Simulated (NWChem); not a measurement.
# Correlation energy of N (+1)

```
N
```
Charge +1, spin multiplicity 3.

The numbers come from NWChem runs, not from measurements.

Basis set: def2-TZVP. Each correlation energy counts from its own Hartree-Fock reference.

The correlated methods keep 1 core orbital frozen. No SCF solution was tested for a lower state. Open-shell Hartree-Fock references start from PBE0 orbitals. Coupled-cluster values serve here as a point of comparison, not as the truth.

Task: Order these methods by the correlation energy they give, lowest first: UMP2, SCS-UMP2, CCSD on UHF, CCSD[T] on UHF, CCSD on ROHF, CCSD[T] on ROHF.

Result: CCSD[T] on ROHF (-98.9 mHa), CCSD on ROHF (-97.2 mHa), CCSD[T] on UHF (-93.2 mHa), CCSD on UHF (-91.6 mHa), SCS-UMP2 (-73.6 mHa), UMP2 (-70.4 mHa)
